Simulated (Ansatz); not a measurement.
# AlF₃ (singlet): from Hartree-Fock to the top rungs, cc-pVDZ

Aim: climb from Hartree-Fock through coupled cluster and multireference methods for AlF₃ (singlet) at one geometry and basis, and see what each rung misses.

The runs use Ansatz 0.2.0, Gaussian basis; cc-pVDZ, core rule «outside noble gas», up to 8 orbitals frozen.

Plan: UHF; CCSD(T) on RHF; BCCD(T) on RHF; CISD; CCSDT(Q) on RHF; CASSCF and NEVPT2, 8 electrons in 8 orbitals.

9 further runs of the same task are left out: 5 that didn't finish, 4 set aside as unsound or not needed.

### 1 What is computed

The geometry is a PBE0/def2-TZVP stationary point (not a proven minimum).

4 atoms, charge 0, spin multiplicity 1.

Atoms are counted from 1 here; the program's logs count them from 0.

Bond lengths: Al1–F2 1.629 Å, Al1–F3 1.629 Å, Al1–F4 1.629 Å. Angles: F2–Al1–F3 120.0°, F2–Al1–F4 120.0°, F3–Al1–F4 120.0°.

### 2 UHF

in.yaml

```yaml
crystal:
  periodic: [false, false, false]
  atoms:
    - {symbol: Al, position_ang: [0.000000, 0.000000, 0.000000]}
    - {symbol: F, position_ang: [1.628998, 0.012702, -0.000133]}
    - {symbol: F, position_ang: [-0.825499, 1.404401, -0.002533]}
    - {symbol: F, position_ang: [-0.803499, -1.417102, 0.002667]}
basis:
  gaussian: {orbitals: cc-pVDZ}
magnetization: {spin_polarized: true, initial_magnetization: 0}
hamiltonian: {xc: hf}
output: {orbitals: {seedname: orbitals}}
```

Run with:

```
ansatz run in.yaml --threads 1 --pin off --events-out ev --progress --plain --max-ram 2393MiB
```

The runs that follow: CCSD(T) on RHF; BCCD(T) on RHF; CISD; CCSDT(Q) on RHF; CASSCF and NEVPT2, 8 electrons in 8 orbitals.

Q: Predict the results of all the runs planned. Wanted: RCCSDT(Q) below the RHF energy; RMP2 from RCCSDT(Q); RCCSD from RCCSDT(Q); RCCSD(T) from RCCSDT(Q); T1 diagnostic.

**Answer**, as computed:

| quantity | value |
| --- | --- |
| RCCSDT(Q) below the RHF energy | -17.2807 eV |
| RMP2 from RCCSDT(Q) | +8.36 kcal/mol |
| RCCSD from RCCSDT(Q) | +6.73 kcal/mol |
| RCCSD(T) from RCCSDT(Q) | +1.20 kcal/mol |
| levels within 1 kcal/mol (43 meV) | RCCSDT |
| T1 diagnostic | 0.014 |

**Reading.** RCCSD(T) lands +1.20 kcal/mol from the yardstick (0.3 % of the correlation energy). These misses are within one basis, not against nature.
